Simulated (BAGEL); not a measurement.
# doublet Si2H4O+ at 5 levels

We compute a comparison of 5 runs (UHF/STO-3G, UHF/3-21G, ROHF/6-31G*, ROHF/6-311+G**, UHF/6-311+G**) of doublet Si2H4O+. 

Program for the calculation: BAGEL 1.2.2.

## Step 1: The system as given

The species is Si2H4O+ (7 atoms), meant as a doublet with charge +1. SMILES of the parent species: `[SiH]O[SiH3]`. The coordinates come from a PBE0-D4/def2-TZVP relaxation. This is one conformer, not always the lowest. That shape belongs to the parent species and isn't relaxed for this state.

Bond lengths: Si1–O2 1.645 Å, O2–Si3 1.652 Å, Si1–H4 1.549 Å, Si3–H5 1.486 Å, Si3–H6 1.483 Å, Si3–H7 1.483 Å. Angles: Si1–O2–Si3 142.3°, O2–Si1–H4 97.6°, O2–Si3–H5 109.8°, O2–Si3–H6 108.5°, O2–Si3–H7 108.5°, H5–Si3–H6 110.1°, H5–Si3–H7 110.1°, H6–Si3–H7 109.7°.

## Step 2: The energy at UHF/STO-3G (density fitting with qzvpp-jkfit) (run 1)

File hf.json:

```json
{ "bagel": [

{
  "title": "molecule",
  "basis": "sto-3g",
  "df_basis": "qzvpp-jkfit",
  "angstrom": true,
  "geometry": [
    { "atom": "Si", "xyz": [      -1.691900,      -1.472900,      -0.230200 ] },
    { "atom": "O", "xyz": [      -0.369000,      -0.805400,       0.485100 ] },
    { "atom": "Si", "xyz": [       0.731600,       0.414800,       0.316400 ] },
    { "atom": "H", "xyz": [      -1.779300,      -0.509900,      -1.440500 ] },
    { "atom": "H", "xyz": [       0.446600,       1.182300,      -0.923400 ] },
    { "atom": "H", "xyz": [       0.635100,       1.303800,       1.499700 ] },
    { "atom": "H", "xyz": [       2.088200,      -0.180800,       0.247100 ] }
  ]
},

{
  "title": "uhf",
  "charge": 1,
  "nopen": 1
},

{
  "title": "print",
  "file": "orbitals.molden",
  "orbitals": true
}

]}
```

On the command line:

```sh
BAGEL_NUM_THREADS=1 BAGEL hf.json > hf.out
```

Output:

```text
* using 1 threads per process

  ===============================================================
  ===============================================================

  *** Geometry ***

[... 23 lines left out ...]
      * DIIS with orbital gradients will be used.

  === UHF iteration (sto-3g) ===
      0       -647.08179808          0.03185769           0.03
      1       -647.13629448          0.02309036           0.03
      2       -647.15321886          0.01396342           0.03
[... 18 lines of this table left out ...]
     21       -647.16471647          0.00000000           0.03
    * SCF iteration converged.

    * S^2 (UHF) is 0.7933

    * Permanent dipole moment:
           (    1.725626,     1.159995,     0.599793) a.u.

    * METHOD: UHF                                  0.68

    * METHOD: PRINT                                0.00

  ===============================================================
```

Run time: 0.97 s. Hardware: 1 thread of Arm Neoverse V1, shared host; peak memory 0.083 GiB.

## Step 3: The energy at UHF/3-21G (density fitting with qzvpp-jkfit) (run 2)

File input.json:

```json
{ "bagel" : [

{
  "title" : "molecule",
  "basis" : "3-21g",
  "df_basis" : "qzvpp-jkfit",
  "angstrom" : true,
  "geometry" : [
    { "atom" : "Si", "xyz" : [   -1.691900,   -1.472900,   -0.230200 ] },
    { "atom" : "O", "xyz" : [   -0.369000,   -0.805400,    0.485100 ] },
    { "atom" : "Si", "xyz" : [    0.731600,    0.414800,    0.316400 ] },
    { "atom" : "H", "xyz" : [   -1.779300,   -0.509900,   -1.440500 ] },
    { "atom" : "H", "xyz" : [    0.446600,    1.182300,   -0.923400 ] },
    { "atom" : "H", "xyz" : [    0.635100,    1.303800,    1.499700 ] },
    { "atom" : "H", "xyz" : [    2.088200,   -0.180800,    0.247100 ] }
  ]
},
{
  "title" : "uhf",
  "charge" : 1,
  "nopen" : 1
},
{
  "title" : "print",
  "file" : "orbitals.molden",
  "orbitals" : true
}

]}
```

On the command line:

```sh
BAGEL_NUM_THREADS=1 BAGEL input.json > input.out
```

Output:

```text
* using 1 threads per process

  ===============================================================
  ===============================================================

  *** Geometry ***

[... 23 lines left out ...]
      * DIIS with orbital gradients will be used.

  === UHF iteration (3-21g) ===
      0       -651.16175205          0.05323598           0.05
      1       -651.23784338          0.04520359           0.05
      2       -651.26640026          0.03385821           0.05
[... 14 lines of this table left out ...]
     17       -651.30151812          0.00000001           0.05
    * SCF iteration converged.

    * S^2 (UHF) is 0.7722

    * Permanent dipole moment:
           (    2.049481,     1.266941,     0.840189) a.u.

    * METHOD: UHF                                  0.93

    * METHOD: PRINT                                0.01

  ===============================================================
```

Wall time 1.2 s (1 thread of Arm Neoverse V1, shared host); peak memory 0.083 GiB.

Runs 3 to 4 aren't shown in full; the table further down has their settings and results.

## Step 4: The energy at UHF/6-311+G(d,p) (density fitting with qzvpp-jkfit) (run 5)

input.json, as its differences from that of step 3:

```diff
@@ -4,3 +4,3 @@
   "title" : "molecule",
-  "basis" : "3-21g",
+  "basis" : "6-311+gss.json",
   "df_basis" : "qzvpp-jkfit",
@@ -17,12 +17,4 @@
 },
-{
-  "title" : "uhf",
-  "charge" : 1,
-  "nopen" : 1
-},
-{
-  "title" : "print",
-  "file" : "orbitals.molden",
-  "orbitals" : true
-}
+{ "title" : "uhf", "charge" : 1, "nopen" : 1 },
+{ "title" : "print", "file" : "orbitals.molden", "orbitals" : true }
```

The basis set 6-311+G** is read from a file made from the Basis Set Exchange's data (not shown).

On the command line:

```sh
BAGEL_NUM_THREADS=1 BAGEL input.json > input.out
```

Output:

```text
* using 1 threads per process

  ===============================================================
  ===============================================================

  *** Geometry ***

[... 23 lines left out ...]
      * DIIS with orbital gradients will be used.

  === UHF iteration (6-311+gss.json) ===
      0       -654.49118252          0.05404629           0.14
      1       -654.56749979          0.05597823           0.14
      2       -654.65873551          0.04381053           0.14
[... 17 lines of this table left out ...]
     20       -654.82041323          0.00000001           0.15
    * SCF iteration converged.

    * S^2 (UHF) is 0.7750

    * Permanent dipole moment:
           (    2.079552,     1.287420,     0.850750) a.u.

    * METHOD: UHF                                  3.20

    * METHOD: PRINT                                0.03

  ===============================================================
```

Run time: 3.6 s. Hardware: 1 thread of Arm Neoverse V1, shared host; peak memory 0.12 GiB.

## Step 5: All runs side by side

```
run                                                                level  energy (Eh)   ⟨S²⟩  wall time
  1                        UHF/STO-3G (density fitting with qzvpp-jkfit)  -647.164716  0.793     0.97 s
  2                         UHF/3-21G (density fitting with qzvpp-jkfit)  -651.301518  0.772      1.2 s
  3  ROHF/6-31G* (density fitting with qzvpp-jkfit, spherical functions)  -654.742161  0.750      1.5 s
  4                    ROHF/6-311+G** (density fitting with qzvpp-jkfit)  -654.815780  0.750      3.6 s
  5                     UHF/6-311+G** (density fitting with qzvpp-jkfit)  -654.820413  0.775      3.6 s
```

## Step 6: Summary of results

| quantity | value |
| --- | --- |
| run 5: total energy | -654.82041 Eh |
| run 5: ⟨S²⟩ | 0.775 |

In run 1 the basis is minimal, so the values are rough. All runs together took 11 s, the longest 3.6 s.
